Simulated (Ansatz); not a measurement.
# H₃NaSSi (SMILES [Na][SiH2]S): single points off equilibrium

An exercise on one series of results from a longer session: the logs are not shown, and one member is left open.

Program: Ansatz 0.2.0, Gaussian basis. Level of theory: single points in def2-TZVPP. These are calculated values, not measurements.

Cores are frozen in the correlated methods. The outer core shell of Li, Na, Mg and K is correlated. B3LYP uses VWN-RPA correlation.

### The system as given

6 atoms, charge 0, spin multiplicity 1.

Atoms are counted from 1 here; the program's logs count them from 0.

Bond lengths: Na1–Si2 2.717 Å, Na1–S3 2.906 Å, Si2–S3 2.045 Å, Si2–H5 1.433 Å, S3–H6 1.508 Å. Angles: Si2–Na1–S3 42.5°, Na1–Si2–S3 73.7°, Na1–Si2–H5 133.3°, S3–Si2–H5 107.9°, Na1–S3–Si2 63.8°, Na1–S3–H6 160.6°, Si2–S3–H6 96.8°.

Geometry (Å):

```
Na   -2.5125    0.5583    0.9254
Si   -0.3176    0.1235   -0.6164
S     0.2975   -0.0647    1.3245
H     0.3730   -1.4188   -1.4513
H     0.6016    0.9943   -1.2864
H     1.7314   -0.4206    1.0244
```

The first run:

File run/in.yaml:

```yaml
crystal:
  periodic: [false, false, false]
  atoms:
    - {symbol: Na, position_ang: [-2.512500, 0.558300, 0.925400]}
    - {symbol: Si, position_ang: [-0.317600, 0.123500, -0.616400]}
    - {symbol: S, position_ang: [0.297500, -0.064700, 1.324500]}
    - {symbol: H, position_ang: [0.373000, -1.418800, -1.451300]}
    - {symbol: H, position_ang: [0.601600, 0.994300, -1.286400]}
    - {symbol: H, position_ang: [1.731400, -0.420600, 1.024400]}
basis:
  gaussian: {orbitals: def2-TZVPP}
correlation: {method: ccsd_t}
output: {forces: true}
```

No record of the launch command was kept for these runs.

Steps of the session up to this table: CCSD(T)/def2-TZVPP; PBE0-D4/def2-TZVPP; wB97M-V/def2-TZVPP; r2SCAN-D4/def2-TZVPP; PBE-D4/def2-TZVPP; B3LYP-D4/def2-TZVPP; SPW92/def2-TZVPP.

One of the session's tables, all rows but one given; the rest of the session is left out.

| method | RMS force component (eV/Å) | angle to CCSD(T) forces (°) | dipole (D) |
| --- | --- | --- | --- |
| CCSD(T) | 1.729 | reference | 7.83 |
| PBE0-D4 | 1.660 | 3.7 | 7.38 |
| wB97M-V | ? | ? | ? |
| r2SCAN-D4 | 1.625 | 3.3 | 7.59 |
| PBE-D4 | 1.560 | 4.6 | 6.93 |
| B3LYP-D4 | 1.635 | 1.6 | 7.26 |
| SPW92 | 1.495 | 7.6 | 6.81 |

Estimate the missing values for wB97M-V.

The run gave: RMS force component (eV/Å): 1.717; angle to CCSD(T) forces (°): 2.4; dipole (D): 7.72. In the column «RMS force component (eV/Å)» it lies between PBE0-D4 (1.660) and CCSD(T) (1.729).
